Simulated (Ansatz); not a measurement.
H3Ge–CH3, singlet: the ladder up to RCCSDT(Q)

Geometry: displaced at random from a stationary point.

```xyz
8

Ge   -0.3175    0.0004    0.0042
C     1.6350   -0.0071   -0.0078
H    -0.8144    1.4837   -0.0433
H    -0.9071   -0.7481    1.2267
H    -0.9505   -0.7214   -1.3233
H     1.9842   -1.0287   -0.0393
H     2.0235    0.5654    0.8605
H     2.0610    0.5045   -0.8920
```

Basis cc-pVDZ; Ansatz 0.2.0. Only valence electrons are correlated (noble-gas cores and the filled d shells of p-block atoms frozen), which leaves 14 electrons in 56 orbitals. R marks a restricted (for open shells ROHF) determinant. Active spaces: frontier = (8e, 8o) about the gap. No spin–orbit coupling is included, and no scalar relativity.

Full CI isn't at hand for all of this; RCCSDT(Q) serves as the reference, and is uncertain by about the last step of the cluster series.

- UHF ⟨S²⟩: 0.000
- T1 diagnostic (RCCSD): 0.0085
- largest doubles amplitude (RCCSD): 0.035

```
                  level  E − E(RCCSDT(Q)) (kJ/mol)  share of correlation (%)  wall time
                    RHF                      805.8                      0.00          –
                   RMP2                      133.3                     83.45          –
                   CISD                       94.2                     88.31      3.8 s
                  RCCSD                       21.9                     97.28          –
               RCCSD(T)                        3.2                     99.60      4.5 s
                BCCD(T)                        3.1                     99.62        2 s
                 RCCSDT                        0.9                     99.89          –
CASSCF (frontier space)                      585.9                     27.29          –
NEVPT2 (frontier space)                      141.5                     82.43       14 s
```

The correlation energy at RCCSDT(Q), counted from RHF, is -8.351 eV. That run took 78 s on 1 thread of AMD EPYC 7B13, shared host.

Times hold each run's SCF and search for its determinant on a shared host, so for small cases they say little of a method's own cost; they ran on 1 thread of AMD EPYC 7B13. Some runs computed forces too.
